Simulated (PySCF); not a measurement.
## How methods differ on the ionisation energy of Al

Al [Ne] 3s2 3p1 (2P) → Al⁺ [Ne] 3s2 (1S), as a difference of total energies. Calculation: PySCF 2.14, in x2c-TZVPPall (5s5p3d1f, 42 functions); the spin-free X2C one-electron Hamiltonian (Gaussian nucleus). Correlated levels: valence and next inner shell: 1s2 frozen. The calculations carry no spin-orbit coupling.

| method | ionisation energy (eV) |
| --- | --- |
| UHF | 5.588 |
| MP2 (valence and next inner shell) | 5.782 |
| SCS-MP2 (valence and next inner shell) | 5.771 |
| CCSD (valence and next inner shell) | 5.883 |
| CCSD(T) (valence and next inner shell) | 5.909 |

Question: How much does correlation contribute at CCSD(T) (valence and next inner shell)?

Answer: 5.909 − (5.588) = 0.321 eV, measured against UHF.

Errors of the correlated levels include the incompleteness of this basis and the frozen core.

For comparison: 5.977 eV (measured; NIST levels, between the centres of gravity of the two terms).
